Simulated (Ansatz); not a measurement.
Structure relaxation of ZrCuGeAs

Method: DFT PBEsol, scalar-relativistic, plane waves, PAW in Ansatz. Cutoff 420 eV, Γ-centred k mesh, Gaussian smearing, no spin polarisation in the final step.

The start is a database structure of ZrCuGeAs, space group P4/nmm (No. 129).

```yaml
crystal:
  lattice:
    - [3.71819, 0.00000, 0.00000]
    - [0.00000, 3.71819, 0.00000]
    - [0.00000, 0.00000, 9.63640]
  atoms:
    - { symbol: Zr, position: [0.00000, 0.50000, 0.77344] }
    - { symbol: Zr, position: [0.50000, 0.00000, 0.22656] }
    - { symbol: Cu, position: [0.00000, 0.00000, 0.50000] }
    - { symbol: Cu, position: [0.50000, 0.50000, 0.50000] }
    - { symbol: Ge, position: [0.00000, 0.00000, 0.00000] }
    - { symbol: Ge, position: [0.50000, 0.50000, 0.00000] }
    - { symbol: As, position: [0.00000, 0.50000, 0.32601] }
    - { symbol: As, position: [0.50000, 0.00000, 0.67399] }
```

Steps on the 10×10×4 mesh (8 atoms). 4 of 7 steps are shown, and the free energy counts from the last. Trial steps that were taken back and renewals of the plane-wave basis can be among the rows.

| step | ΔF (meV/atom) | V (Å³/atom) | P (GPa) | largest force component (eV/Å) |
| --- | --- | --- | --- | --- |
| 1 | 6.5 | 16.65 | -3.30 | 0.261 |
| 2 | 18.3 | 15.56 | 4.88 | 0.607 |
| 3 | 0.0 | 16.23 | -0.48 | 0.071 |
| 7 | 0.0 | 16.18 | 0.00 | 0.001 |

A final relaxation ran on a 10×10×4 mesh. The relaxed crystal, P4/nmm (No. 129):

Space group P4/nmm:1 (No. 129). a = 3.697 Å, b = 3.697 Å, c = 9.469 Å, α = 90.00°, β = 90.00°, γ = 90.00°
| atom | site | symmetry | x | y | z |
| --- | --- | --- | --- | --- | --- |
| Zr | 2c | 4mm | 0.0000 | 0.5000 | 0.7702 |
| Cu | 2b | -4m2 | 0.0000 | 0.0000 | 0.5000 |
| Ge | 2a | -4m2 | 0.0000 | 0.0000 | 0.0000 |
| As | 2c | 4mm | 0.0000 | 0.5000 | 0.3241 |

For ZrCuGeAs, the volume per atom is 16.18 Å³ and the density is 7.76 g/cm³. The energy over the elements is -0.67 eV/atom. The gap on the 10×10×4 mesh is 0 eV (a metal).

The zero of energy is the elements' standard structures at the same level; no fitted shifts are applied.

The final run used a 10×10×4 mesh on its 8-atom cell and 0.10 eV smearing. The k mesh leaves about 4 meV/atom of noise in metals.

A structure relaxed within its symmetry needn't be a true minimum.

Cost: 2 runs of about 9.8 core-minutes in all, on Arm Neoverse N1 (shared hosts).